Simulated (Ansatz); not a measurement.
Mulliken charges of C₂H₅FS₂ (`CC(F)(S)S`) from ωB97M-V/def2-TZVPP in Ansatz (PBE0-D4/def2-TZVP geometry).

```csv
atom,x (Å),y (Å),z (Å),charge (e)
C1,0.084,-1.027,-0.007,-0.299
C2,-0.203,0.414,-0.348,0.142
F3,-0.458,0.487,-1.701,-0.187
S4,-1.734,1.056,0.422,-0.125
S5,1.129,1.549,0.097,-0.097
H6,0.261,-1.140,1.062,0.114
H7,0.970,-1.363,-0.550,0.110
H8,-0.768,-1.642,-0.299,0.127
H9,-1.334,0.838,1.684,0.118
H10,2.136,0.777,-0.356,0.098
```

By hand: the dipole of these point charges (1 e Å = 4.8032 D).

Σ q r = (0.230, -0.321, 0.395) e Å, of length 0.559 e Å = 2.68 D.

How does the dipole of the full density compare? (An estimate is asked.)

The calculation gave: (0.230, -0.386, 0.302) e Å, 2.60 D; the point charges give 1.03 times that, at 12° from its direction.

Point charges leave out the atoms' own dipoles, such as those of lone pairs, and Mulliken's split depends on the basis, so the close match here is no proof of good charges.
